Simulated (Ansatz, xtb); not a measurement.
Relative energy of two isomers of C4H8N2

We compare a, `C=C(N)/C=C\N`, a singlet, with b, `C=CC=C(N)N`, a singlet. Both are isolated molecules in the gas phase, relaxed with B3LYP-D3(BJ)/def2-SVP; the shapes shown needn't be the lowest conformers.

a (Å):

```xyz
14

C     0.1727    0.0182   -1.7842
C     0.3747    1.3471   -1.9925
C     0.4068    2.3562   -0.9273
C     0.8320    2.1607    0.3455
N     0.5301    1.8807   -3.2729
N     1.2401    0.9803    0.9198
H     0.2037   -0.6914   -2.6157
H    -0.1624   -0.3548   -0.8172
H     1.1828    2.6549   -3.3437
H     0.6523    1.2008   -4.0162
H     0.1003    3.3682   -1.2031
H     0.8379    3.0159    1.0296
H     1.8682    1.0556    1.7114
H     1.4586    0.2265    0.2709
```

b (Å):

```xyz
14

C     0.5659    3.7188   -2.4102
C     0.9635    2.5248   -1.9266
C     0.1604    1.6059   -1.1533
C     0.6084    0.4403   -0.5977
N    -0.2430   -0.5268   -0.0730
N     1.9450    0.0751   -0.4855
H    -0.4427    4.1013   -2.2244
H     1.2341    4.3427   -3.0075
H     1.9904    2.2088   -2.1574
H    -0.8954    1.8550   -1.0110
H     0.0600   -0.9059    0.8216
H    -1.2232   -0.2670   -0.0698
H     2.6069    0.7330   -0.8791
H     2.1402   -0.8858   -0.7567
```

Quicker runs give these differences E(b) − E(a): GFN2-xTB −0.147 eV; HF/STO-3G −0.196 eV (at GFN2-xTB geometries); r2SCAN-D4/def2-SVP −0.078 eV (at GFN2-xTB geometries).

Estimate E(b) − E(a) at the level CCSD(T)/def2-SVP + ΔMP2/def2-TZVPP.

Calculated at CCSD(T)/def2-SVP + ΔMP2/def2-TZVPP: E(b) − E(a) = −0.098 eV, so structure b lies lower.

Level by level:

```tsv
level	geometry	E(b) − E(a) (eV)	departure from the last row (eV)	job, with rough time for the two
GFN2-xTB	GFN2-xTB	−0.147	−0.049	optimisation, 0.46 s
HF/STO-3G	GFN2-xTB	−0.196	−0.097	single point, 1.1 s
r2SCAN-D4/def2-SVP	GFN2-xTB	−0.078	+0.020	single point, 8.1 s
B3LYP-D3(BJ)/def2-SVP	B3LYP-D3(BJ)/def2-SVP	−0.103	−0.005	optimisation, 2.3 min
HF/def2-SVP	B3LYP-D3(BJ)/def2-SVP	−0.181	−0.083	part of the CCSD(T) run
MP2/def2-SVP	B3LYP-D3(BJ)/def2-SVP	−0.102	−0.004	part of the CCSD(T) run
CCSD(T)/def2-SVP	B3LYP-D3(BJ)/def2-SVP	−0.113	−0.015	single point
CCSD(T)/def2-SVP + ΔMP2/def2-TZVPP	B3LYP-D3(BJ)/def2-SVP	−0.098		single point, 2.1 min
```

As drawn, both hold the same kinds of bond in the same numbers.

None of the levels shown reverses the order. The largest departure from CCSD(T)/def2-SVP + ΔMP2/def2-TZVPP is that of HF/STO-3G, 0.097 eV. The last row adds to CCSD(T) the change of the MP2 difference between the two basis sets, here +0.015 eV.

With thermal terms from frequencies at re-optimised GFN2-xTB minima (ideal gas, soft modes damped towards free rotors, one conformer each, 298.15 K, 1 atm): the zero-point term adds −0.009 eV; ΔH is −0.101 and ΔG −0.113 eV.

The correlated steps freeze 6 core orbitals. Codes used: Ansatz 0.2.0, xtb 6.7.1; the last row on 2 threads of Intel(R) Xeon(R) Processor @ 2.50GHz (Skylake/Cascade Lake) on a shared host.
